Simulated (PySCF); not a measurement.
# Simulated absorption spectrum

C5H12N (charge +1).
Bonds: C1–C2 (double), C2–C3, C3–N4, N4–C5, N4–C6. Hydrogens: H7, H8 on C1; H9 on C2; H10, H11 on C3; H12 on N4; H13, H14, H15 on C5; H16, H17, H18 on C6.

Theory: TDDFT PBE0/def2-SVPD, vertical, gas phase, core orbitals frozen in the response in PySCF. Isolated species at its GFN2-xTB geometry (one conformer only). Torsions of this conformer, `[CH2:1]=[CH:2][CH2:3][NH+:4]([CH3:5])[CH3:6]`: C1–C2–C3–N4 -14°, C2–C3–N4–C5 161°.

Computed states:

| state | E (eV) | f |
| --- | --- | --- |
| S1 | 6.88 | 0.014 |
| S2 | 7.63 | 0.251 |
| S3 | 7.97 | 0.017 |
| S4 | 8.34 | 0.0018 |
| S5 | 8.62 | 0.022 |
| S6 | 8.81 | 0.0020 |

Broadening: Gaussians 0.5 eV wide at half height, area fixed by f = 4.319×10⁻⁹ ∫ε dν̃. The cross-section is σ = 3.8235×10⁻²¹ ε cm², given in Mb (10⁻¹⁸ cm²). The width is an assumption, not a result. The curve ends short of the highest state used, and states not computed would add to its high-energy end.

Q: Give the broadened spectrum and its maxima.

A: 
```tsv
E (eV)	σ (Mb)
6.13	0.01
6.17	0.01
6.21	0.02
6.24	0.03
6.28	0.05
6.32	0.09
6.36	0.14
6.40	0.22
6.43	0.30
6.47	0.45
6.51	0.63
6.55	0.86
6.58	1.07
6.62	1.37
6.66	1.69
6.70	2.03
6.74	2.34
6.77	2.55
6.81	2.78
6.85	2.94
6.89	3.03
6.92	3.05
6.96	3.07
7.00	3.11
7.04	3.27
7.08	3.65
7.11	4.16
7.15	5.25
7.19	6.95
7.23	9.40
7.26	11.77
7.30	15.70
7.34	20.45
7.38	25.88
7.42	31.72
7.45	36.15
7.49	41.76
7.53	46.62
7.57	50.28
7.60	52.04
7.64	52.87
7.68	51.94
7.72	49.36
7.75	46.52
7.79	41.81
7.83	36.46
7.87	30.90
7.91	25.49
7.94	21.72
7.98	17.22
8.02	13.42
8.06	10.33
8.09	8.47
8.13	6.52
8.17	5.11
8.21	4.16
```

Maxima: 162 nm (7.64 eV), ε about 14000, made up of S2 (98%) (ε in L mol⁻¹ cm⁻¹; maxima over ε = 5, shares over 10%).

Q: Coming from long wavelengths, where does ε first pass 100 L mol⁻¹ cm⁻¹?

A: At about 192 nm (6.45 eV), 0.43 eV below S1.

Q: What would ε be at 7.64 eV, the highest of these maxima, with half the width (0.25 eV)?

A: About 27000 L mol⁻¹ cm⁻¹ against 13800, a factor of about 1.96; a lone state at its own centre would give exactly 2.

Q: On this curve, what absorbance would a 10⁻³ mol/L sample give at 193 nm over a 1 cm path?

A: 193 nm is 6.424 eV, where ε is about 75 L mol⁻¹ cm⁻¹, so A = ε c l ≈ 0.075 (Beer–Lambert, with the gas-phase spectrum and the assumed width).
